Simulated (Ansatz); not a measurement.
in.yaml

```yaml
crystal:
  periodic: [false, false, false]
  atoms:
    - {symbol: O, position_ang: [0.000000, 0.000000, 0.301670]}
    - {symbol: Mg, position_ang: [0.000000, 0.000000, -1.648764]}
    - {symbol: H, position_ang: [0.000000, 0.000000, 1.347094]}
basis:
  gaussian: {orbitals: 6-31G}
magnetization: {spin_polarized: false, initial_magnetization: 1}
correlation: {method: ccsdt_q, electrons: outside_noble_gas}
```

```sh
$ ansatz run in.yaml --threads 1 --pin off --events-out ev --progress --plain --max-ram 2393MiB
```

Output:

```
436 factors; integrals over basis functions are off by at most 1.4e-7 eV
mean field evaluation 1: about -7479.8734 eV, gradient 4.0e1 eV
mean field evaluation 2: about -7479.8835 eV, gradient 4.0e1 eV
mean field evaluation 4: about -7483.6476 eV, gradient 1.6e0 eV
mean field evaluation 8: about -7483.6753 eV, gradient 1.0e-3 eV
mean field evaluation 16: about -7483.6158 eV, gradient 1.6e0 eV
mean field evaluation 32: about -7481.2253 eV, gradient 2.4e-1 eV
mean field evaluation 64: about -7481.2257 eV, gradient 1.6e-4 eV
mean field evaluation 96: about -7479.6675 eV, gradient 8.4e-4 eV
mean field -7483.67525712 eV, -275.0199930818 hartree, gradient 2.2e-6 eV, S^2 0.750000; 4 other end points of the search recorded, 0 dependent functions left out
mean field evaluation 128: about -7481.6564 eV, gradient 2.0e0 eV
determinant -7483.67525712 eV, -275.0199930818 hartree, with singles and doubles -7487.60408908 eV, -275.1643749934 hartree
determinant -7481.22566703 eV, -274.9299723065 hartree, with singles and doubles -7484.88433108 eV, -275.0644257305 hartree
6 core orbitals not correlated: weight in the atoms' cores, before any rotation towards them, 1.000 or more for the frozen orbitals, at most 0.000 for the correlated occupied ones
reference -7483.67525712 eV, -275.0199930818 hartree; 5, 4 occupied and 13, 14 virtual orbitals, 436 factors
second order -3.81439751 eV of doubles, -0.00300463 eV of singles
cycle   1  -3.70946393 eV  change    1.1e-1 eV  update   9.4e-2
cycle   2  -3.87068856 eV  change   -1.6e-1 eV  update   5.6e-2
cycle   3  -3.98823968 eV  change   -1.2e-1 eV  update   2.9e-2
cycle   4  -4.01485449 eV  change   -2.7e-2 eV  update   1.4e-2
cycle   5  -4.00568608 eV  change    9.2e-3 eV  update   6.2e-3
cycle   6  -4.00379570 eV  change    1.9e-3 eV  update   3.9e-3
cycle   7  -4.00526503 eV  change   -1.5e-3 eV  update   1.6e-3
cycle   8  -4.00542352 eV  change   -1.6e-4 eV  update   9.5e-4
cycle   9  -4.00555690 eV  change   -1.3e-4 eV  update   5.0e-4
cycle  10  -4.00584669 eV  change   -2.9e-4 eV  update   3.3e-4
cycle  11  -4.00576603 eV  change    8.1e-5 eV  update   1.5e-4
cycle  12  -4.00569967 eV  change    6.6e-5 eV  update   8.9e-5
cycle  13  -4.00572252 eV  change   -2.3e-5 eV  update   3.0e-5
cycle  14  -4.00572153 eV  change    9.9e-7 eV  update   1.7e-5
cycle  15  -4.00572089 eV  change    6.4e-7 eV  update   6.2e-6
cycle  16  -4.00572397 eV  change   -3.1e-6 eV  update   3.3e-6
cycle  17  -4.00572450 eV  change   -5.3e-7 eV  update   1.9e-6
cycle  18  -4.00572477 eV  change   -2.8e-7 eV  update   1.0e-6
perturbative correction -0.01535477 eV, -0.0005642774 hartree
Total energy: -7487.69633666 eV, -275.1677650295 hartree
```

For the same geometry and basis full CI lies 0.6 meV higher.

Ran on 1 thread of Arm Neoverse V1, shared host: 3.6 s wall, 0.12 GiB peak host memory.
